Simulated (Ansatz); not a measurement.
Cost and result for the atomization energy of C₄H₅N (`CC1=CC=N1`) (10 atoms, 10 bonds).

```xyz
10

C     0.541   -1.272    0.711
C     0.053   -0.067    0.046
C    -1.044    0.443   -0.511
C    -0.162    1.665   -0.763
N     0.905    1.201   -0.236
H     1.387   -1.689    0.155
H    -0.243   -2.025    0.798
H     0.918   -1.020    1.709
H    -2.060    0.121   -0.686
H    -0.295    2.643   -1.224
```

Total charge 0; spin multiplicity 1. Geometry: relaxed with PBE0-D4/def2-TZVP. Program: Ansatz. All runs use 2 threads of an Arm Neoverse V1 on a shared host. Times are those of one run each, without the atoms' runs, and a repeat can differ threefold. Electronic energies, without spin–orbit coupling; frozen cores. CCSD(T)/CBS adds CCSD(T) − MP2 in def2-TZVPP to the MP2 limit, and its time is that of the two runs behind it. T1 = 0.019; the RHF reference is unstable towards UHF.

CCSD(T)/CBS is a level of theory with its own doubt, some kJ/mol a heavy atom from the limit and from the frozen cores, so smaller differences don't rank the functionals.

```
                             level  functions  wall time
            LDA (SPW92)/def2-TZVPP        225      1.6 s
                BLYP-D4/def2-TZVPP        225      2.9 s
   PBE-D4/def2-TZVPP (with forces)        225      3.4 s
                PBE0-D4/def2-TZVPP        225      3.4 s
           CAM-B3LYP-D4/def2-TZVPP        225      4.1 s
             r2SCANh-D4/def2-TZVPP        225        6 s
r2SCAN-D4/def2-TZVPP (with forces)        225      6.5 s
                  CCSD(T)/def2-SVP         95      6.5 s
                 B2PLYP/def2-TZVPP        225      7.5 s
                 B97M-V/def2-TZVPP        225       12 s
                    MP2/def2-QZVPP        435       34 s
                CCSD(T)/def2-TZVPP        225    2.5 min
                 CCSD(T)/CBS(def2)          –      3 min
```

What atomization energy does each give, and how far from CCSD(T)/CBS? (Best estimate.)

The calculation gave: 
| level | atomization (kcal/mol) | difference from CCSD(T)/CBS | per bond |
| --- | --- | --- | --- |
| LDA (SPW92)/def2-TZVPP | 1165.6 | 169.4 | 16.9 |
| BLYP-D4/def2-TZVPP | 1005.2 | 9.0 | 0.9 |
| PBE-D4/def2-TZVPP (with forces) | 1039.7 | 43.5 | 4.4 |
| PBE0-D4/def2-TZVPP | 1011.6 | 15.4 | 1.5 |
| CAM-B3LYP-D4/def2-TZVPP | 1001.6 | 5.4 | 0.5 |
| r2SCANh-D4/def2-TZVPP | 990.5 | -5.7 | -0.6 |
| r2SCAN-D4/def2-TZVPP (with forces) | 998.7 | 2.5 | 0.3 |
| CCSD(T)/def2-SVP | 952.2 | -44.0 | -4.4 |
| B2PLYP/def2-TZVPP | 989.7 | -6.5 | -0.6 |
| B97M-V/def2-TZVPP | 999.3 | 3.1 | 0.3 |
| MP2/def2-QZVPP | 1006.9 | 10.7 | 1.1 |
| CCSD(T)/def2-TZVPP | 969.0 | -27.2 | -2.7 |
| CCSD(T)/CBS(def2) | 996.2 | 0.0 | 0.0 |

Leaving LDA and LC-ωPBE aside and taking each functional with its dispersion term where it has one, the values, not all of them listed here, spread over 81.2 kcal/mol, from BHLYP-D4 to PBE-D4. LDA lies +130.0 kcal/mol from PBE without D4, its usual overbinding. In def2-TZVPP, CCSD(T) changes the Hartree–Fock value by +278.1 kcal/mol (the triples alone add +21.4 kcal/mol) and MP2 by +300.0 kcal/mol; breaking electron pairs costs correlation energy, which Hartree–Fock lacks. At CCSD(T), def2-SVP lies −43.9 kcal/mol from the extrapolated value and def2-TZVPP −27.2 kcal/mol: correlation converges slowly with the basis, and small sets miss more of it in the bonded molecule than in its fragments.
